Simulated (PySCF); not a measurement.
The first ionisation energy along group 14

All values are computed (PySCF 2.14, energy differences of UHF-based or UKS calculations, no spin-orbit coupling). Values in eV. The last column holds reference values (NIST; (s) semi-empirical, (t) theoretical, else measured). Unmarked ones compare directly (S terms, centres of terms, or small fine structure); those marked * lie between the lowest fine-structure levels and include a spin-orbit shift.

| element | configurations | MP2 (valence) | SCS-MP2 (valence) | CCSD (valence) | CCSDT (valence) | SCS-MP2 (valence and next inner shell) | PBE0 | reference |
| --- | --- | --- | --- | --- | --- | --- | --- | --- |
| C (aug-cc-pwCVDZ, non-relativistic) | [He] 2s2 2p2 → [He] 2s2 2p1 | 11.140 | 11.026 | 11.046 | 11.066 | 11.028 | 11.514 | 11.262 |
| Si (aug-cc-pwCVDZ, non-relativistic) | [Ne] 3s2 3p2 → [Ne] 3s2 3p1 | 7.969 | 7.889 | 8.000 | 8.022 | 7.875 | 8.228 | 8.157 |
| Ge (aug-cc-pwCVDZ-PP with ECP10MDF, ECP) | [Ar] 3d10 4s2 4p2 → [Ar] 3d10 4s2 4p1 | 7.689 | 7.616 | 7.717 | 7.735 | 7.654 | 7.894 | 7.925 |
| Sn (aug-cc-pwCVDZ-PP with ECP28MDF, ECP) | [Kr] 4d10 5s2 5p2 → [Kr] 4d10 5s2 5p1 | 7.093 | 7.032 | 7.122 | 7.138 | 7.065 | 7.311 | 7.389 |
| Pb (aug-cc-pwCVDZ-PP with ECP60MDF, ECP) | [Xe] 4f14 5d10 6s2 6p2 → [Xe] 4f14 5d10 6s2 6p1 | 6.781 | 6.723 | 6.813 | 6.825 | 6.767 | 7.016 | 7.417 * |

Which of these methods has the smallest mean absolute error against the measured values here?

PBE0, with 0.108 eV.

```
                                method  elements  mean error (eV)  mean absolute error (eV)  largest error (eV)
                         MP2 (valence)         4           -0.210                     0.210              -0.296
                     SCS-MP2 (valence)         4           -0.293                     0.293              -0.358
                        CCSD (valence)         4           -0.212                     0.212              -0.267
                       CCSDT (valence)         4           -0.193                     0.193              -0.251
SCS-MP2 (valence and next inner shell)         4           -0.278                     0.278              -0.324
                                  PBE0         4            0.053                     0.108               0.252
```

For Pb a determinant mixes LS terms or the coupling is close to jj, so these rows are model values.

Errors include the incompleteness of the basis and the frozen core.

"Valence" correlates the outer s and p shells and, in groups 3 to 12 and the f block, the outer d or f shell, open or full, or the next shell where the ion has no valence electron left; the wider scheme adds the next inner shell.
